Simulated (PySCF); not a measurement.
BH2(CCH), C₂H₃B.
SMILES: `[H]B([H])C#C`

The closed-shell ground state was solved at several levels (PySCF, density fitting, gas phase, non-relativistic). Geometry: PBE0-D3(BJ)/def2-SVP; no solvent, vibrations or thermal averaging.

| level | basis functions | HOMO (eV) | LUMO (eV) | gap (eV) | dipole (D) |
| --- | --- | --- | --- | --- | --- |
| wB97X-D/pcSseg-1 | 66 | -9.93 | -0.54 | 9.39 | 0.95 |
| PBE0/pcSseg-1 | 66 | -8.07 | -2.42 | 5.65 | 1.02 |
| CAM-B3LYP/def2-SVPD | 84 | -9.43 | -1.31 | 8.12 | 0.97 |

Q: Estimate the row for B3LYP/pcJ-1, a basis of 111 functions; the other rows only guide the guess.

A: HOMO -7.85 eV, LUMO -2.62 eV, gap 5.23 eV, dipole 1.07 D.

Q: Over all these levels, which gives the widest orbital gap and which the narrowest?

A: wB97X-D/pcSseg-1 (range-separated hybrid) has the widest, 9.39 eV, and B3LYP/pcJ-1 (global hybrid, 20 % exact exchange) the narrowest, 5.23 eV. Functional and basis both differ between the two, so the spread mixes both effects.

Q: How far do the dipole and the HOMO energy spread over the levels?

A: The dipole runs from 0.95 to 1.07 D (mean 1.00 D) and the HOMO from -9.93 to -7.85 eV.
